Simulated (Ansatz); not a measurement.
Energy needed to pull apart SiNH3O (SMILES N[SiH]=O), closed shell, into free ground-state atoms, from the structure below (displaced at random from a GFN2-xTB minimum); no zero-point or spin–orbit terms; open-shell atoms are treated unrestricted, in their ground-state multiplicity.

```
6
angstrom
N -0.5360 0.3789 -0.5840
Si 0.4850 -0.3880 0.5287
O 0.4821 -1.8509 0.8598
H -1.1993 -0.1341 -1.1391
H -0.5295 1.3381 -0.7923
H 1.3247 0.6405 1.0753
```

Program: Ansatz 0.2.0. Basis: def2-TZVPP. Cores are frozen in the correlated methods.

```csv
method,atomization energy (kcal/mol)
PBE-D4,520.9
revPBE-D4,506.2
r2SCAN-D4,509.7
PBE0-D4,503.9
wB97X-V,513.2
wB97M-V,?
HF,336.0
MP2,507.6
CCSD,?
CCSD(T),493.3
```

Problem. What does CCSD give? (To be estimated.)

Solution. Computed: 483.4 kcal/mol, which is about 9.9 kcal/mol less than CCSD(T)/def2-TZVPP.

Problem. What does wB97M-V give? (To be estimated.)

Solution. Computed: 513.8 kcal/mol, which is about 20.5 kcal/mol more than CCSD(T)/def2-TZVPP.

In triple zeta the MP2 and coupled-cluster atomization energies are still short of their basis limit by a few kcal/mol a bond, whereas those of the functionals are nearly converged, so these differences are not deviations from converged CCSD(T).

T1 diagnostic: at most 0.017.

For scale, one of the runs: CCSD(T)/def2-TZVPP forces, 146 basis functions (an equivalent command: `ansatz run in.yaml --threads 4`). Time: 21 s of wall clock on 4 CPU threads; the host was shared. Peak host memory: 1.8 GiB.
